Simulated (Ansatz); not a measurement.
# CH₅AlN+ (SMILES [CH2+][NH][AlH2]): one structure at several levels

The task here is to estimate one member of a computed series from the others.

The runs use Ansatz 0.2.0, Gaussian basis; single points in def2-TZVPP.

Cores are frozen in the correlated methods.

## Where the work starts

8 atoms, charge 1, spin multiplicity 1.

Atoms are counted from 1 here; the program's logs count them from 0.

Bond lengths: C1–N2 1.267 Å, C1–H4 1.082 Å, C1–H5 0.976 Å, N2–Al3 1.933 Å, N2–H6 1.048 Å, Al3–H7 1.480 Å, Al3–H8 1.576 Å. Angles: N2–C1–H4 112.7°, N2–C1–H5 125.5°, H4–C1–H5 121.3°, C1–N2–Al3 121.9°, C1–N2–H6 112.2°, Al3–N2–H6 125.7°, N2–Al3–H7 117.5°, N2–Al3–H8 102.2°, H7–Al3–H8 140.1°.

Coordinates:

```xyz
8

C    -1.02000    0.73740   -0.36980
N     0.18480    0.60430   -0.00060
Al    0.95070   -1.12880    0.38360
H    -1.53170   -0.21030   -0.47290
H    -1.43830    1.57320   -0.64990
H     0.70280    1.51560   -0.00150
H     2.37450   -1.17250    0.78420
H    -0.29870   -2.08130    0.25440
```

Set-up of the first run:

The input, run/in.yaml:

```yaml
crystal:
  periodic: [false, false, false]
  atoms:
    - {symbol: C, position_ang: [-1.020000, 0.737400, -0.369800]}
    - {symbol: N, position_ang: [0.184800, 0.604300, -0.000600]}
    - {symbol: Al, position_ang: [0.950700, -1.128800, 0.383600]}
    - {symbol: H, position_ang: [-1.531700, -0.210300, -0.472900]}
    - {symbol: H, position_ang: [-1.438300, 1.573200, -0.649900]}
    - {symbol: H, position_ang: [0.702800, 1.515600, -0.001500]}
    - {symbol: H, position_ang: [2.374500, -1.172500, 0.784200]}
    - {symbol: H, position_ang: [-0.298700, -2.081300, 0.254400]}
basis:
  gaussian: {orbitals: def2-TZVPP}
total_charge: 1
correlation: {method: ccsd_t}
output: {forces: true}
```

The command line of these runs was not kept.

Steps of the session up to this table: CCSD(T)/def2-TZVPP; PBE0-D4/def2-TZVPP; wB97M-V/def2-TZVPP; r2SCAN-D4/def2-TZVPP; PBE-D4/def2-TZVPP; BLYP-D4/def2-TZVPP; r2SCAN0-D4/def2-TZVPP.

One table of the session follows, with a row left open; its other results are not shown here.

| method | RMS force component (eV/Å) | angle to CCSD(T) forces (°) |
| --- | --- | --- |
| CCSD(T) | 1.720 | reference |
| PBE0-D4 | 1.757 | 8.3 |
| wB97M-V | 1.719 | 6.8 |
| r2SCAN-D4 | 1.721 | 5.6 |
| PBE-D4 | ? | ? |
| BLYP-D4 | 1.688 | 4.0 |
| r2SCAN0-D4 | 1.752 | 9.6 |

**Question.** Estimate the row for PBE-D4.

**Answer.** RMS force component (eV/Å): 1.730; angle to CCSD(T) forces (°): 5.8. In the column «RMS force component (eV/Å)» it lies between r2SCAN-D4 (1.721) and r2SCAN0-D4 (1.752).
